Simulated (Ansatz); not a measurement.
## Body-centred tetragonal In

These are r²SCAN in Ansatz (PAW) values and carry that method's errors.

Run with plane-wave cutoff 500 eV, 32×32×32 k mesh, Fermi–Dirac smearing 0.1 eV, scalar-relativistic PAW data made under PBE.

Cell: relaxed at this level.

```json
{
 "equilibrium_volume_per_atom": "26.31 Å³/atom",
 "lattice_constant_a": "3.235 Å",
 "lattice_parameter_c": "5.028 Å"
}
```

Measured, for comparison: lattice constant a 3.252 Å, lattice parameter c 4.947 Å (293 K, not corrected to a static lattice; as tabulated in Wikipedia's data pages). Computed (rounded) less measured: lattice constant a -0.5 %, lattice parameter c +1.6 %. A static lattice is as a rule a little smaller and stiffer than an uncorrected measurement, which narrows the difference in the lattice constant a and would widen misses of the other sign.

Spin–orbit coupling is not included.

Static lattice: no zero-point or thermal effects.

Ansatz is a first-principles code.
